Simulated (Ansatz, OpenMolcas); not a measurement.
Worked example: vertical ionisation energy of BH2 (SMILES [BH2])

The species is BH2 (3 atoms), meant as a doublet with charge 0. As SMILES, `[BH2]`. The shape is that of a GFN2-xTB optimisation.

```xyz
3

B     0.2628   -0.1662    0.1286
H     0.2800    0.9853    0.2610
H    -0.5429   -0.8191   -0.3896
```

Both states at this one shape; open shells run unrestricted unless said. 1 Eh = 27.2114 eV.

| level | program | doublet BH2 (Eh) | singlet [BH2]+ (Eh) |
| --- | --- | --- | --- |
| UPBE/6-31G** (spherical functions) | OpenMolcas | -25.871225 | -25.535865 |
| UB2PLYP/6-311G**, 1 core orbital frozen | Ansatz | -25.899752 | -25.567593 |

Problem. Work out the vertical ionisation energy at each level.

Solution. 
1. UPBE/6-31G** (spherical functions): -25.535865 − (-25.871225) = 0.335360 Eh = 9.13 eV.
2. UB2PLYP/6-311G**: -25.567593 − (-25.899752) = 0.332159 Eh = 9.04 eV.

No measured value is set beside it here; the levels span 9.04 to 9.13 eV.
